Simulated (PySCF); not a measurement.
Ligands exchanged one at a time, B F-I. Isolated molecules, 0 K electronic values unless said otherwise. Strings in code marks are SMILES.

The vertical ionisation energy (Delta-SCF) from two functionals at the same geometries (B3LYP-D3(BJ)/def2-TZVP), both in PySCF: PBE-D3(BJ)/def2-TZVP and B3LYP-D3(BJ)/def2-TZVP. B3LYP has the VWN-RPA correlation part, as in Gaussian. Delta-SCF ions had no search for a lower state. 

```
species                            PBE-D3(BJ)/def2-TZVP (eV)  B3LYP-D3(BJ)/def2-TZVP (eV)
---------------------------------  -------------------------  ---------------------------
0 of 3 F replaced by I (`FB(F)F`)                      14.42                        15.21
1 of 3 F replaced by I                                 10.46                        10.63
2 of 3 F replaced by I (`FB(I)I`)                       9.34                         9.62
3 of 3 F replaced by I                                  8.73                         9.06
```

Over these rows, drawn at random from the members with no instability flagged (it was tested for open shells, ions and some series alone), PBE minus B3LYP-D3(BJ): mean -0.39 eV, from -0.79 eV to -0.17 eV.
